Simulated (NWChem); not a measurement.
# NaSH (SMILES [Na][SH]) at 6 levels

We compute a comparison of 6 runs (HF/STO-3G, HF/3-21G, SVWN5/cc-pVDZ, r2SCAN/STO-3G, r2SCAN/def2-SVP, B3LYP/6-31G*) of NaSH. 

The calculation is run with NWChem 7.3.0.

## (1) The system as given

The species is NaSH (3 atoms), meant as a singlet with charge 0. SMILES: `[Na][SH]`. The shape is that of a PBE0-D4/def2-TZVP optimisation.

Bond lengths: Na1–S2 2.475 Å, S2–H3 1.345 Å. Angles: Na1–S2–H3 93.6°.

## (2) Energy and gradient at HF/STO-3G (run 1)

calc.nw

```
start calc
title "HNaS hf"
memory stack 880 mb heap 220 mb global 1100 mb
geometry units angstroms noautosym nocenter noautoz
 Na     1.522800    -0.206700     0.802700
 S     -0.548100     0.679300    -0.223400
 H     -0.985700    -0.537400    -0.592500
end
basis spherical bse
 * library STO-3G
end
scf
 thresh 1e-08
 maxiter 80
end
task scf gradient
```

Command:

```sh
nwchem calc.nw > calc.out
```

Output:

```text
[...]
  functions       =    19
[...]
  wavefunction    = RHF
[...]
         Total SCF energy =   -553.579597974568
      One-electron energy =   -868.685011040351
      Two-electron energy =    269.166451842511
 Nuclear repulsion energy =     45.938961223272
        Time for solution =      0.3s
[...]
                         RHF ENERGY GRADIENTS
    atom               coordinates                        gradient
                 x          y          z           x          y          z
   1 Na      2.877675  -0.390606   1.516883    0.044436  -0.019310   0.021985
   2 S      -1.035759   1.283691  -0.422165   -0.042173   0.027017  -0.019923
   3 H      -1.862703  -1.015539  -1.119663   -0.002263  -0.007707  -0.002062
[...]
```

Wall time 1.1 s (1 thread of AMD EPYC 7B13 (Zen 3), shared host); peak memory 0.099 GiB.

## (3) Energy and forces at HF/3-21G (run 2)

struct.xyz

```xyz
3
HNaS
Na     1.522800    -0.206700     0.802700
S     -0.548100     0.679300    -0.223400
H     -0.985700    -0.537400    -0.592500
```

struct.nw

```
START struct
TITLE "HNaS"
memory stack 880 mb heap 220 mb global 1100 mb
GEOMETRY noautosym nocenter noautoz
  load format xyz struct.xyz
END
BASIS "ao basis" spherical bse
  Na library 3-21G
  S library 3-21G
  H library 3-21G
END
SCF
  thresh 1e-08
  maxiter 80
  print low
END
TASK scf gradient
```

Command:

```sh
nwchem struct.nw > struct.out
```

Output:

```text
[...]
  functions       =    28
[...]
  wavefunction    = RHF
[...]
         Total SCF energy =   -557.039397495215
      One-electron energy =   -868.209446213741
      Two-electron energy =    265.231087495255
 Nuclear repulsion energy =     45.938961223272
        Time for solution =      0.4s
[...]
                         RHF ENERGY GRADIENTS
    atom               coordinates                        gradient
                 x          y          z           x          y          z
   1 Na      2.877675  -0.390606   1.516883   -0.006962   0.001163  -0.003647
   2 S      -1.035759   1.283691  -0.422165    0.001435  -0.007936  -0.000083
   3 H      -1.862703  -1.015539  -1.119663    0.005527   0.006773   0.003730
 Task  times  cpu:        0.6s     wall:        0.6s
 Total times  cpu:        0.6s     wall:        0.6s
```

Run time: 1.2 s. Hardware: 1 thread of AMD EPYC 7B13 (Zen 3), shared host; peak memory 0.098 GiB.

Run 3 isn't shown in full; the table further down has it.

## (4) Energy and forces at r2SCAN/STO-3G (run 4)

mymol.nw

```
start mymol
title "HNaS gradient"
memory total 2200 mb

geometry units au noautosym nocenter noautoz
  Na  2.87767494 -0.39060639  1.51688316
  S  -1.03575889  1.28369096 -0.42216482
  H  -1.86270304 -1.01553882 -1.11966273
end

basis spherical bse
  * library STO-3G
end

dft
  xc r2scan
  grid xfine
  convergence energy 1e-08
  maxiter 100
  mulliken
end

task dft gradient
```

Command:

```sh
nwchem mymol.nw > mymol.out
```

Output:

```text
[...]
          Wavefunction type:  closed shell.
          No. of atoms     :     3
          No. of electrons :    28
[...]
          Charge           :     0
          Spin multiplicity:     1
[...]
          AO basis - number of functions:    19
[...]
              XC Information
              --------------
                      r^2SCAN Method XC Functional
               r^2SCAN metaGGA Exchange Functional  1.000
                     r^2SCAN Correlation Potential  1.000
[...]
 d= 0,ls=0.0,diis     1   -554.4945523817 -6.00D+02  1.05D-01  2.67D-01     0.3
[...]
 d= 0,ls=0.0,diis     8   -554.5552212679 -4.49D-11  4.47D-08  1.45D-13     1.7
         Total DFT energy =     -554.555221267918
      One electron energy =     -868.245430714728
           Coulomb energy =      308.409452965048
    Exchange-Corr. energy =      -40.658201417329
 Nuclear repulsion energy =       45.938957899091
[...]
      Total Density - Mulliken Population Analysis
     ---------------------------------------------
    Atom       Charge   Shell Charges
 -----------   ------   -------------------------------------------------------
    1 Na  11    10.40   2.00  1.93  5.33  0.37  0.77
    2 S   16    16.48   2.00  2.00  5.96  1.91  4.61
    3 H    1     1.12   1.12
[...]
  wavefunction    = closed shell
                         DFT ENERGY GRADIENTS
    atom               coordinates                        gradient
                 x          y          z           x          y          z
   1 Na      2.877675  -0.390606   1.516883    0.040762  -0.016787   0.020268
   2 S      -1.035759   1.283691  -0.422165   -0.042544   0.008747  -0.022106
   3 H      -1.862703  -1.015539  -1.119663    0.001782   0.008040   0.001838
[...]
```

Run time: 2.8 s. Hardware: 1 thread of AMD EPYC 7B13 (Zen 3), shared host; peak memory 0.12 GiB.

Run 5 isn't shown in full; the table further down has it.

## (5) Energy and gradient at B3LYP/6-31G(d) (Cartesian functions) (run 6)

a.nw

```
START a
TITLE "HNaS"
memory 2200 mb
charge 0
GEOMETRY units angstrom noautosym nocenter noautoz
 Na     1.522800    -0.206700     0.802700
 S     -0.548100     0.679300    -0.223400
 H     -0.985700    -0.537400    -0.592500
END
BASIS cartesian
 * library 6-31G*
END
DFT
 xc b3lyp
 grid xfine
 convergence energy 1e-08
 maxiter 100
 mulliken
 print medium
END
TASK dft gradient
```

Command:

```sh
nwchem a.nw > a.out
```

Output:

```text
[...]
          Wavefunction type:  closed shell.
          No. of atoms     :     3
          No. of electrons :    28
[...]
          Charge           :     0
          Spin multiplicity:     1
[...]
          AO basis - number of functions:    40
[...]
              XC Information
              --------------
                         B3LYP Method XC Potential
                     Hartree-Fock (Exact) Exchange  0.200
                        Slater Exchange Functional  0.800 local
                    Becke 1988 Exchange Functional  0.720 non-local
              Lee-Yang-Parr Correlation Functional  0.810
                  VWN I RPA Correlation Functional  0.190 local
[...]
 d= 0,ls=0.0,diis     1   -561.0777111058 -6.07D+02  3.28D-02  2.91D-01     0.8
[...]
 d= 0,ls=0.0,diis     8   -561.1168506181 -4.75D-10  7.16D-06  4.96D-08     4.2
         Total DFT energy =     -561.116850618132
      One electron energy =     -871.417258097060
           Coulomb energy =      304.921592351394
    Exchange-Corr. energy =      -40.560146095738
 Nuclear repulsion energy =       45.938961223272
[...]
      Total Density - Mulliken Population Analysis
     ---------------------------------------------
    Atom       Charge   Shell Charges
 -----------   ------   -------------------------------------------------------
    1 Na  11    10.52   2.00  2.00  5.98  0.31  0.16 -0.00  0.05  0.04
    2 S   16    16.54   2.00  1.99  5.97  1.39  3.02  0.57  1.62 -0.01
    3 H    1     0.94   0.50  0.43
[...]
  wavefunction    = closed shell
                         DFT ENERGY GRADIENTS
    atom               coordinates                        gradient
                 x          y          z           x          y          z
   1 Na      2.877675  -0.390606   1.516883   -0.001199   0.000367  -0.000610
   2 S      -1.035759   1.283691  -0.422165   -0.000899  -0.005507  -0.001084
   3 H      -1.862703  -1.015539  -1.119663    0.002098   0.005140   0.001694
[...]
```

Wall time 6.9 s (1 thread of AMD EPYC 7B13 (Zen 3), shared host); peak memory 0.12 GiB.

## (6) Overview of the runs

```tsv
run	level	iteration cap	module	energy (Eh)	dipole moment (D)	largest force (eV/Å)	wall time
1	HF/STO-3G	80	scf	-553.579598	9.26	2.772	1.1 s
2	HF/3-21G	80	scf	-557.039397	–	0.489	1.2 s
3	SVWN5/cc-pVDZ	100	dft	-558.891722	–	0.691	22 s
4	r2SCAN/STO-3G	100	dft	-554.555221	8.36	2.506	2.8 s
5	r2SCAN/def2-SVP	100	dft	-560.875171	7.97	0.227	6 s
6	B3LYP/6-31G* (Cartesian functions)	100	dft	-561.116851	7.93	0.298	6.9 s
```

## (7) What came out

```
                       quantity          value
            run 6: total energy  -561.11685 Eh
           run 6: dipole moment         7.93 D
             run 6: HOMO energy       -4.93 eV
             run 6: LUMO energy       -1.98 eV
           run 6: HOMO–LUMO gap        2.95 eV
run 6: largest force on an atom     0.298 eV/Å
```

What this shows: Over runs 1, 4, 5, 6 the dipole moment (its size) runs from 7.93 D (B3LYP/6-31G*) to 9.26 D (HF/STO-3G). The two ends differ in method and basis. Over runs 1, 5, 6 the HOMO–LUMO gap runs from 2.46 eV (r2SCAN/def2-SVP) to 12.98 eV (HF/STO-3G). Totals of different functionals can't be ranked against each other. In runs 1, 4 the basis is minimal, so the values are rough. All runs together took 40 s, the longest 22 s.
